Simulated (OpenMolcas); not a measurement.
# PH3 (phosphine): CCSD(T)/6-311++G(2d,2p)

Aim: the vertical singlet–triplet gap of PH3 (phosphine) at CCSD(T)/6-311++G(2d,2p), from 2 runs. 

The calculation is run with OpenMolcas 26.06.

2 further runs of the same task are left out: 2 set aside as unsound or not needed.

### 1 The molecule

PH3: 4 atoms, total charge 0, spin state singlet. SMILES: `P`. Geometry: relaxed at PBE0-D4/def2-TZVP.

Bond lengths: P1–H2 1.420 Å, P1–H3 1.420 Å, P1–H4 1.420 Å. Angles: H2–P1–H3 93.1°, H2–P1–H4 93.1°, H3–P1–H4 93.1°.

### 2 A single-point energy at CCSD(T)/6-311++G(2d,2p)

File job.input:

```
&GATEWAY
BASLIB
$CurrDir
COORD
4
angstrom
P        0.346000      -0.326500      -0.332800
H        0.630900      -0.034000       1.027000
H       -1.005500      -0.663000      -0.057200
H        0.028700       1.023500      -0.636900
BASIS
6-311ppG2d2p
GROUP
NoSym
&SEWARD
&SCF
PRORBITALS
0
&RASSCF
FILEORB
$Project.ScfOrb
SPIN
1
NACTEL
0 0 0
INACTIVE
9
RAS2
0
OUTORBITALS
Canonical
ORBLISTING
Nothing
&MOTRA
JOBIPH
FROZEN
5
&CCSDT
CCT
TRIPLES
2
ITERATIONS
50
EXTRAPOLATION
5 4
```

The basis set 6-311++G(2d,2p) is read from a file made from the Basis Set Exchange's data (not shown).

Started as:

```
$ export MOLCAS_MEM=1860
$ pymolcas job.input > job.log
```

Output:

```text
--- Start Module: gateway ---
[...]
--- Stop Module: gateway /rc=_RC_ALL_IS_WELL_ ---
[...]
      Basis functions           65
[...]
       Convergence after   9 Iterations
[...]
::    Total SCF energy                               -342.4809089948
[...]
      Total spin, S                                     0.0000000000
[...]
      Number of active orbitals                  0
[...]
      Spin quantum number                      0.0
[...]
      Active orbitals                            0
[...]
      Number of CSFs                             1
[...]
      Number of root(s) required                 1
[...]
      Convergence after  4 iterations
[...]
      Natural orbitals and occupation numbers for root  1
      ************************************************************************************************************************
      *                                                    Final results                                                     *
      ************************************************************************************************************************
[...]
::    RASSCF root number  1 Total energy:   -342.48090899
[...]
      Total electronic charge=   18.000000
      Total            charge=   -0.000000
[...]
      Dipole Moment (debye):
      Origin of the operator (angstrom)=    0.3050   -0.2878   -0.2933
                   X= -4.0210E-01               Y=  3.7956E-01               Z=  3.8659E-01           Total=  6.7469E-01
      Quadrupole Moment (debye*angstrom):
[...]
--- Start Module: motra ---
[...]
      *** WARNING: Default frozen orbitals is overwritten by user input.
      *** Default values:   5
[...]
--- Stop Module: motra /rc=_RC_ALL_IS_WELL_ ---
--- Start Module: ccsdt ---
[...]
      Convergence after                    12  Iterations
      Total energy (diff) :    -342.65765299      -0.00000004
[...]
 METHOD                       : CCSD+T(CCSD)+<T3(1)WT1> = CCSD(T)
[...]
       CCSD     =      -342.6576529935135
[...]
--- Stop Module: ccsdt /rc=_RC_ALL_IS_WELL_ ---
[...]
```

Run time: 6 s. Hardware: 1 thread of Arm Neoverse V1, shared host; peak memory 0.4 GiB.

### 3 The triplet at the same level

File job.inp:

```
>>> EXPORT MOLCAS_PRINT=2

&GATEWAY
  BasLib
  $CurrDir
  Coord
  4
  angstrom
  P        0.346000      -0.326500      -0.332800
  H        0.630900      -0.034000       1.027000
  H       -1.005500      -0.663000      -0.057200
  H        0.028700       1.023500      -0.636900
  Basis
  6-311ppG2d2p
  Group
  NoSym

&SEWARD

&SCF
  UHF
  Spin
  3
  PrOrbitals
  0

&RASSCF
  FileOrb
  $Project.UnaOrb
  Spin
  3
  Nactel
  2 0 0
  Inactive
  8
  Ras2
  2
  OutOrbitals
  Canonical
  OrbListing
  Nothing

&MOTRA
  JobIph
  Frozen
  5

&CCSDT
  CCT
  Triples
  3
  Iterations
  50
  Extrapolation
  5 4
```

The basis set 6-311++G(2d,2p) is read from a file made from the Basis Set Exchange's data (not shown).

Started as:

```
$ export MOLCAS_MEM=1860
$ pymolcas job.inp > job.log
```

Output:

```text
--- Start Module: gateway ---
[...]
--- Stop Module: gateway /rc=_RC_ALL_IS_WELL_ ---
[...]
      Basis functions           65
[...]
       Convergence after  67 Iterations
[...]
::    Total SCF energy                               -342.2824780867
[...]
      Total spin, S                                     1.0046997483
[...]
      Number of active orbitals                  2
[...]
      Spin quantum number                      1.0
[...]
      Active orbitals                            2
[...]
      Number of CSFs                             1
[...]
      Number of root(s) required                 1
[...]
      Convergence after 18 iterations
[...]
      printout of CI-coefficients larger than  0.05 for root  1
      energy=    -342.277541
      conf/sym  11     Coeff  Weight
             1  uu   1.00000 1.00000
      Natural orbitals and occupation numbers for root  1
      sym 1:   1.000000   1.000000
      ************************************************************************************************************************
      *                                                    Final results                                                     *
[...]
::    RASSCF root number  1 Total energy:   -342.27754059
[...]
      Total electronic charge=   18.000000
      Total            charge=   -0.000000
[...]
      Dipole Moment (debye):
      Origin of the operator (angstrom)=    0.3050   -0.2878   -0.2933
                   X= -5.1173E-03               Y=  4.7471E-02               Z=  1.3246E-01           Total=  1.4080E-01
      Quadrupole Moment (debye*angstrom):
[...]
--- Start Module: motra ---
[...]
      *** WARNING: Default frozen orbitals is overwritten by user input.
      *** Default values:   5
[...]
--- Stop Module: motra /rc=_RC_ALL_IS_WELL_ ---
--- Start Module: ccsdt ---
[...]
      Convergence after                    20  Iterations
      Total energy (diff) :    -342.43719345       0.00000008
[...]
 METHOD                       : CCSD+T(CCSD)+<T3(1)WT1>+<T3(1)UT2> = CCSD(T)
[...]
       CCSD     =      -342.4371934451117
[...]
--- Stop Module: ccsdt /rc=_RC_ALL_IS_WELL_ ---
[...]
```

Run time: 15 s. Hardware: 1 thread of Arm Neoverse V1, shared host; peak memory 0.4 GiB.

### 4 Results

At CCSD(T)/6-311++G(2d,2p), 5 core orbitals frozen:

```
                                            quantity          value
                               singlet: total energy  -342.66280 Eh
         singlet: dipole moment (mean-field density)         0.67 D
        singlet: HOMO energy (Hartree–Fock orbitals)      -10.58 eV
        singlet: LUMO energy (Hartree–Fock orbitals)        1.14 eV
      singlet: HOMO–LUMO gap (Hartree–Fock orbitals)       11.72 eV
singlet: correlation energy (5 core orbitals frozen)     -181.9 mEh
                             singlet: (T) correction      -5.15 mEh
                               triplet: total energy  -342.44164 Eh
                             triplet: (T) correction      -4.45 mEh
    vertical energy of the triplet above the singlet       6.018 eV
```

What this shows: At this shape the triplet lies 6.02 eV (139 kcal/mol) above the singlet. The triples (singlet) make up 2.8 % of the correlation energy.
